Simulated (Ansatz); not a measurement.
## Ansatz (development build ahead of 0.2.0) run

```yaml
crystal:
  periodic: [false, false, false]
  atoms:
    - { symbol: C, position_ang: [-0.4107, -0.4099, -0.0617] }
    - { symbol: "N", position_ang: [0.4157, 0.5454, -0.0083] }
    - { symbol: H, position_ang: [1.1782, 0.3205, 0.6406] }
    - { symbol: H, position_ang: [-1.2919, -0.322, -0.7184] }
    - { symbol: H, position_ang: [-0.332, -1.3569, 0.5061] }
basis:
  gaussian: { orbitals: def2-SVP }
magnetization:
  spin_polarized: true
  initial_magnetization: 2
hamiltonian:
  xc: hf
correlation:
  method: mp2
  frozen_orbitals: { C: 1, H: 0, "N": 1 }
output:
  forces: true
```

The input is written out in the form of the current development build from the run's settings.

Results

| Item | Value |
| --- | --- |
| Converged | yes |
| Reference energy | -93.82107 hartree |
| Correlation energy | -0.26044 hartree |
| Total energy | -94.08151 hartree |
| Spin squared of the determinant | 2.015 |
| Stability test | minimum |

Forces (eV/Å):
| atom | Fx | Fy | Fz |
| --- | --- | --- | --- |
| C1 | -6.075 | -3.861 | -2.106 |
| N2 | 4.643 | 1.324 | 2.490 |
| H3 | 0.736 | 2.037 | -0.594 |
| H4 | 0.227 | -0.186 | 0.258 |
| H5 | 0.470 | 0.686 | -0.048 |

Caution: another spin multiplicity may lie lower.
